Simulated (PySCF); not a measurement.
A made-up structure of AlSiNH4, closed shell:

| atom | x (Å) | y (Å) | z (Å) |
| --- | --- | --- | --- |
| N1 | -1.8086 | -0.7631 | -1.3709 |
| Si2 | -0.8247 | 0.5391 | -0.5955 |
| Al3 | 1.3713 | 0.1102 | 1.0238 |
| H4 | -1.5007 | -1.8402 | -1.1778 |
| H5 | -1.3514 | 2.0853 | -0.9357 |
| H6 | 1.8286 | -1.5814 | 1.3074 |
| H7 | 2.2854 | 1.4502 | 1.7486 |

It is relaxed with PBE-D4/def2-SVP and then PBE0-D4/def2-TZVP (PySCF 2.14 with density fitting (its default auxiliary sets; JK sets also for MP2 and CCSD(T))). Atoms count as bonded within 1.22 times the sum of their covalent radii (H–H: 0.88 Å). The end point is not checked to be a true minimum.

Task: Does its bonding change? (A judgement: the text doesn't fix the answer.)

Result: The calculation gives: No: no bond forms or breaks.

Where it ends: The first stage lowers the energy by 1.27 eV in 12 steps. It ends as AlSiNH₄ ([NH][SiH][AlH2]):
```
atom    x (Å)    y (Å)    z (Å)
  N1  -1.6209  -0.6834  -1.2312
 Si2  -0.7408   0.4767  -0.5362
 Al3   1.2189   0.0886   0.9095
  H4  -1.3463  -1.6453  -1.0596
  H5  -1.2086   1.8586  -0.8373
  H6   1.6250  -1.4227   1.1603
  H7   2.0363   1.2831   1.5586
```

Labels in which every atom is bracketed show which atoms are joined, not bond orders.

For scale, one of the runs: PBE0-D4/def2-TZVP relaxation, 129 basis functions, launched by `OMP_NUM_THREADS=2 python run.py`. Time: 34 s of wall clock on 2 CPU threads of an AMD EPYC 7B13; the host was shared. Peak host memory: 1.2 GiB.
